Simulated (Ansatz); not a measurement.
Calculated with Ansatz (gas phase, PBE0-D4/def2-TZVP geometries, no zero-point term in ΔE). CCSD(T)/CBS is the MP2 limit (def2-TZVPP, def2-QZVPP) plus CCSD(T) − MP2 in def2-TZVPP, frozen cores. This one scheme is used for every species, atoms too. DFT in def2-TZVPP. Open shells (•) are unrestricted, without spin–orbit coupling. Spin–orbit coupling would lower the free atoms: a little for Si.

Reaction (atomization): `[SiH2]1[SiH2][SiH2]1` → 6 H• + 3 Si•

CCSD(T)/CBS gives +600.6 kcal/mol.

Problem. Another level gave +594.9 kcal/mol. Which?
A. BLYP-D4/def2-TZVPP
B. BLYP/def2-TZVPP
C. revPBE/def2-TZVPP
D. PBE0-D4/def2-TZVPP

Solution. D. PBE0-D4 594.9, revPBE 574.9, BLYP 578.5, BLYP-D4 589.1 kcal/mol.

Largest T1 diagnostic among the species: 0.015.

The D4 term adds +8.2 kcal/mol with B3LYP and +4.3 kcal/mol with PBE0; it sums over pairs of atoms, weighted by their polarisabilities, and B3LYP, whose exchange is more repulsive, gets the larger term. Leaving LDA and LC-ωPBE aside and taking each functional with its dispersion term where it has one, the values, not all of them listed here, spread over 22.9 kcal/mol, from B2PLYP to B97M-V. LDA lies +74.3 kcal/mol from PBE without D4, its usual overbinding. At CCSD(T), def2-SVP lies −45.7 kcal/mol from the extrapolated value and def2-TZVPP −17.0 kcal/mol: correlation converges slowly with the basis, and small sets miss more of it in the bonded molecule than in its fragments.

B3LYP here is the variant with VWN-RPA as its local correlation; programs differ in this.

For atomizations the MP2-based limit and the directly extrapolated one differ by several kJ/mol either way, and by 10 to 25 for some Ge, Se and Sn compounds, so smaller differences from it don't rank the levels.
